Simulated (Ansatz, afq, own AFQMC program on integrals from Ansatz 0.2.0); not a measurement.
## Where AFQMC and coupled cluster stand for PF, triplet

```tsv
atom	x (Å)	y (Å)	z (Å)
F	0.0000	0.0000	0.0000
P	0.0000	0.0000	2.2340
```

Basis cc-pVDZ. Only valence electrons are correlated. Ansatz 0.2.0 and our own AFQMC program on the same integrals; the CISD trial comes from CCSD amplitudes, and released means the phaseless constraint is let go. Error bars are statistical, one sigma.

Determinant: ROHF, the one that the program's search chose, which needn't be the lowest solution. The geometry is a point of a scan.

No full CI on the walks' own integrals is used here; CCSDT(Q) serves as the reference and is uncertain by about the last step of the cluster series.

Cautions: lower spins were not checked; higher spins were not checked; a spin-contaminated unrestricted determinant lies lower (UHF 613 meV lower, ⟨S²⟩ 2.61); strong correlation (T1 0.041, weight of the determinant 0.86, largest double 0.16).

The T1 diagnostic is 0.0413, the weight of the determinant in the CISD state is 0.856 and the size of the correlated space is 12 electrons in 26 orbitals.

```json
{"level": "MP2", "correlation energy (eV)": "-7.6517"}
{"level": "CCSD", "correlation energy (eV)": "-8.1981"}
{"level": "CCSD(T)", "correlation energy (eV)": "-8.4709"}
```

Task: Estimate where AFQMC with the constraint released lies against CCSD(T) on the same integrals.

Result: 5.4 ± 4.6 kJ/mol below CCSD(T). The gap is under twice the noise, so this walk alone can't tell the two apart.

Reference: CCSDT(Q), correlation energy -8.541 eV. The released energy is read at 1.62 1/Eh, later times being too noisy (meV from the phaseless value at times in 1/Eh: -44 ± 30 at 0.24, -106 ± 28 at 0.51, -69 ± 34 at 0.99, -41 ± 48 at 1.62, -45 ± 74 at 2.40).

| level | E − E(reference) (kJ/mol) | share of correlation (%) |
| --- | --- | --- |
| CCSD(T) | 6.8 | 99.18 |
| CCSDT | 3.2 | 99.61 |
| ph-AFQMC/HF | -2.3 ± 7.5 | 100.28 |
| ph-AFQMC/CISD | 5.3 ± 2.7 | 99.36 |
| released AFQMC | 1.4 ± 4.6 | 99.83 |

A walk keeps the symmetry of its determinant, which the program's search chose and which needn't be the lowest solution, so a lower state of the same spin and another symmetry isn't excluded. Released energies are given only where the last usable release times agree within the noise; a slower fall can still hide under it.
